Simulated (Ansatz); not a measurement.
A nudged elastic band was laid between two geometries of C$_{2}$H$_{6}$N (9 atoms, charge 0, multiplicity 2).

These are results of UKS PBE0-D4/def2-SVP in Ansatz 0.2.0, not measurements.

```yaml
movable_images: 5
climbing_image: yes
spring: 5.0 eV/Å²
optimiser: quadratic models (default)
start_path: through a guess of the saddle point
force_threshold: 0.05 eV/Å
iteration_limit: 60
end_points: relaxed
```

Initial state:

```xyz
9
Properties=species:S:1:pos:R:3
C -0.556 0.654 -0.584
C 0.397 -0.326 0.074
N 0.042 -0.606 1.430
H -1.581 0.255 -0.577
H -0.269 0.855 -1.627
H -0.565 1.608 -0.036
H 1.440 0.059 0.026
H 0.440 -1.273 -0.510
H 0.741 -1.273 1.787
```

Final state:

```xyz
9
Properties=species:S:1:pos:R:3
C -0.191 0.923 -0.842
C 0.394 -0.228 -0.114
N -0.281 -0.455 1.150
H -1.241 -0.753 0.984
H -0.017 1.054 -1.913
H -0.633 1.743 -0.271
H 1.462 -0.014 0.112
H 0.425 -1.111 -0.793
H 0.171 -1.205 1.670
```

Task: Which bonds break or form, and what moves?

Result: Bonds broken: C1–H4. Bonds formed: N3–H4.

Task: What energy profile does the band end with?

Result: The run converged. The highest image is number 3 of 0 to 6, 1.60 eV above the first end and 1.47 eV above the last; the last end lies 0.13 eV above the first. The profile has 3 maxima (images 1, 3, 5) with wells between them (images 2, 4): this band takes more than one step, which may be the mechanism or a detour left from its start path. Neighbouring images differ by up to 1.5 eV, so the band resolves the path poorly. A vibrational analysis at the climbing image gives one clearly imaginary mode, 2016i cm⁻¹: a first-order saddle point.

```json
{"image": "0", "path coordinate (Å)": "0.00", "energy (eV)": "0.00", "C1–H4 (Å)": "1.10", "N3–H4 (Å)": "2.72"}
{"image": "1", "path coordinate (Å)": "2.48", "energy (eV)": "0.10", "C1–H4 (Å)": "1.10", "N3–H4 (Å)": "3.38"}
{"image": "2", "path coordinate (Å)": "4.97", "energy (eV)": "0.06", "C1–H4 (Å)": "1.10", "N3–H4 (Å)": "2.92"}
{"image": "3", "path coordinate (Å)": "7.45", "energy (eV)": "1.60", "C1–H4 (Å)": "1.39", "N3–H4 (Å)": "1.31"}
{"image": "4", "path coordinate (Å)": "9.69", "energy (eV)": "0.13", "C1–H4 (Å)": "2.74", "N3–H4 (Å)": "1.02"}
{"image": "5", "path coordinate (Å)": "11.92", "energy (eV)": "0.20", "C1–H4 (Å)": "2.72", "N3–H4 (Å)": "1.02"}
{"image": "6", "path coordinate (Å)": "14.15", "energy (eV)": "0.13", "C1–H4 (Å)": "2.69", "N3–H4 (Å)": "1.02"}
```

Task: What is the geometry of the highest image?

Result: 
```xyz
9
Properties=species:S:1:pos:R:3
C -0.438 0.612 -0.548
C 0.724 -0.192 -0.034
N -0.015 -0.559 1.201
H -0.871 0.311 0.738
H -1.099 0.140 -1.283
H -0.334 1.700 -0.630
H 1.611 0.409 0.214
H 1.038 -1.044 -0.656
H -0.527 -1.425 0.980
```

Time of the run: 3 min on 2 threads of Intel(R) Xeon(R) Platinum 8559C (Emerald Rapids) (shared host), peak memory 0.18 GiB.
